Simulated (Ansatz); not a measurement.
C4H7NO can be A, `C=COC(=C)N`, or B, `CCOCC#N`.

Calculated with Ansatz (gas phase, PBE0-D4/def2-TZVP geometries, no zero-point term in ΔE). CCSD(T)/CBS is the MP2 limit (def2-TZVPP, def2-QZVPP) plus CCSD(T) − MP2 in def2-TZVPP, frozen cores. DFT in def2-TZVPP. B3LYP here is the variant with VWN-RPA as its local correlation; programs differ in this. Each species was taken in one conformer, which may not be the lowest.

(1) Which isomer does CCSD(T)/CBS put lower? Give the gap. (Best estimate.)

(2) Give E(B) − E(A) in kcal/mol with ωB97M-V, B3LYP-D4, CCSD/def2-TZVPP, B3LYP, r2SCAN-D4, MP2/def2-TZVPP, B2PLYP. (Best estimate.)

Largest T1 diagnostic: 0.013.

Results:

(1) Ansatz gave: B, by 12.4 kcal/mol.

(2) The calculation gave: ωB97M-V -10.5, B3LYP-D4 -8.3, CCSD/def2-TZVPP -15.3, B3LYP -8.7, r2SCAN-D4 -6.9, MP2/def2-TZVPP -16.4, B2PLYP -12.3. None reverses the order clearly.

From PBE to PBE0 (25 % exact exchange), in def2-TZVPP and without D4, E(B) − E(A) moves by −1.2 kcal/mol.
